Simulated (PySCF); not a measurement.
# Potential energy of CCl along the bond

Set-up: PySCF, no relativity, basis sets C aug-pcseg-1, Cl aug-pcseg-1. Energies in eV from C + Cl in their ground configurations at the same level. State: ²Π (doublet), unpaired electrons π ↑.

All columns are PBE0. A positive dipole means C(−)Cl(+).

```json
{"R (Å)": "1.436", "E (eV)": "-3.149", "μ (D)": "2.47", "Mulliken charge on C (basis-dependent)": "-0.45", "HOMO (eV)": "-5.52", "LUMO (eV)": "-2.65", "Mayer bond order": "1.02", "⟨S²⟩": "0.75"}
{"R (Å)": "1.503", "E (eV)": "-3.747", "μ (D)": "2.19", "Mulliken charge on C (basis-dependent)": "-0.39", "HOMO (eV)": "-5.82", "LUMO (eV)": "-2.88", "Mayer bond order": "0.99", "⟨S²⟩": "0.75"}
{"R (Å)": "1.570", "E (eV)": "-4.069", "μ (D)": "1.86", "Mulliken charge on C (basis-dependent)": "-0.33", "HOMO (eV)": "-6.11", "LUMO (eV)": "-3.12", "Mayer bond order": "0.98", "⟨S²⟩": "0.75"}
{"R (Å)": "1.620", "E (eV)": "-4.179", "μ (D)": "1.61", "Mulliken charge on C (basis-dependent)": "-0.29", "HOMO (eV)": "-6.33", "LUMO (eV)": "-3.30", "Mayer bond order": "0.99", "⟨S²⟩": "0.75"}
{"R (Å)": "1.670", "E (eV)": "-4.207", "μ (D)": "1.34", "Mulliken charge on C (basis-dependent)": "-0.26", "HOMO (eV)": "-6.54", "LUMO (eV)": "-3.47", "Mayer bond order": "0.99", "⟨S²⟩": "0.75"}
{"R (Å)": "1.720", "E (eV)": "-4.172", "μ (D)": "1.06", "Mulliken charge on C (basis-dependent)": "-0.22", "HOMO (eV)": "-6.75", "LUMO (eV)": "-3.65", "Mayer bond order": "1.01", "⟨S²⟩": "0.76"}
{"R (Å)": "1.787", "E (eV)": "-4.054", "μ (D)": "0.69", "Mulliken charge on C (basis-dependent)": "-0.18", "HOMO (eV)": "-7.01", "LUMO (eV)": "-3.87", "Mayer bond order": "1.02", "⟨S²⟩": "0.76"}
{"R (Å)": "1.870", "E (eV)": "-3.829", "μ (D)": "0.23", "Mulliken charge on C (basis-dependent)": "-0.13", "HOMO (eV)": "-7.33", "LUMO (eV)": "-4.14", "Mayer bond order": "1.05", "⟨S²⟩": "0.76"}
{"R (Å)": "1.971", "E (eV)": "-3.489", "μ (D)": "-0.31", "Mulliken charge on C (basis-dependent)": "-0.07", "HOMO (eV)": "-7.67", "LUMO (eV)": "-4.45", "Mayer bond order": "1.08", "⟨S²⟩": "0.76"}
{"R (Å)": "2.104", "E (eV)": "-2.983", "μ (D)": "-1.00", "Mulliken charge on C (basis-dependent)": "0.00", "HOMO (eV)": "-8.07", "LUMO (eV)": "-4.83", "Mayer bond order": "1.12", "⟨S²⟩": "0.76"}
```

A fit through these points gives, at Re = 1.665 Å, μ = 1.37 D and dμ/dR = -5.42 D/Å; the reduced mass is 8.934 u.

Question: How strong is the fundamental in the double-harmonic approximation, I = 42.26·(dμ/dR)²/μred km/mol?

Answer: I = 42.26·(-5.42)²/8.934 = 139 km/mol at PBE0.

The state is the lowest determinant that a PBE0 search found; another state may lie lower at other levels.
